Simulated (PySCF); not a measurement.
**methyl chloride: bond dissociation enthalpies at several levels**

Structure: `CCl` (CH3Cl). Non-hydrogen atoms are numbered in `[CH3:1][Cl:2]`.

All levels share the PBE0-D3(BJ)/def2-SVP structures and the PBE0-D3(BJ)/def2-SVP thermal terms; only the single-point energies (PySCF) change. Values are bond dissociation enthalpies (298 K, kJ/mol).

```jsonl
{"level": "HF/ma-def2-TZVP", "C1–Cl2": "210", "C1–H": "314", "abs. error": "140.7", "time": "0.87 s"}
{"level": "CCSD(T)/ma-def2-TZVP", "C1–Cl2": "336", "C1–H": "404", "abs. error": "14.3", "time": "34 s"}
{"level": "M06-2X/def2-TZVP", "C1–Cl2": "356", "C1–H": "413", "abs. error": "5.7", "time": "–"}
{"level": "MP2/ma-def2-TZVP", "C1–Cl2": "358", "C1–H": "402", "abs. error": "7.4", "time": "2.3 s"}
{"level": "ATcT 1.112", "C1–Cl2": "350", "C1–H": "n/a", "abs. error": "", "time": ""}
```

Times are wall times for all single points of a level on 1 thread of Intel Xeon 6975P-C, a shared host; the dash marks the run that also made the structures.

Hartree-Fock leaves out electron correlation, so its bond energies come out too low, often by 100 kJ/mol or more.

The widest spread is that of C1–Cl2: 148 kJ/mol, from 210 to 358.

Known limits: spin-orbit coupling is left out of the energies, which matters for open shells on the heavier atoms.
